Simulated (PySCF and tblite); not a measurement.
C₅H₁₃N, numbered as in [CH3:1][CH:2]([CH3:3])[N:4]([CH3:5])[CH3:6].

Conformers came from 90 starts (ETKDG and KDG, MMFF94s, GFN2-xTB); geometries are PBE0-D3(BJ)/def2-SVP. Energies: CAM-B3LYP-D3(BJ)/def2-TZVP (IEF-PCM, chloroform), with GFN2-xTB thermal terms (modes under about 100 cm⁻¹ blended into free rotors). Symmetry numbers and mirror images are counted. Conformers within 3 kcal/mol (GFN2-xTB free energy) were kept, 8 at most. GIAO shieldings: PBE0/pcSseg-1 (IEF-PCM, chloroform). Shifts are against TMS (¹H), TMS (¹³C), NH3 (¹⁵N) at the same level. (PySCF 2.14, tblite 0.8.)

Torsions listed: C1–C2–N4–C5. Of a mirror pair one member is shown.

```json
{"conformer": "1", "shape": "-60°", "weight %": "79.1", "dipole D": "0.67"}
{"conformer": "2", "shape": "-177°", "weight %": "20.9", "dipole D": "0.67"}
```

Q: How do the computed shifts compare with measured ones?

A: 
| nucleus | signal | leading conformer | average | measured | medium |
| --- | --- | --- | --- | --- | --- |
| ¹³C | C1/C3 | 17.4 | 18.9 | 18.7 | not stated per compound (mostly CDCl3 or CCl4) |
| ¹³C | C2 | 55.6 | 55.8 | 55.5 | not stated per compound (mostly CDCl3 or CCl4) |

Measured values: Pretsch, Buehlmann, Badertscher, Structure Determination of Organic Compounds, 4th ed. (2009). Mean difference for ¹³C: 0.25 ppm, scatter 0.05 ppm. The computed shifts are unscaled and lack vibrational corrections.


¹⁵N shifts are against a computed isolated NH3 molecule, about 20 ppm from the liquid.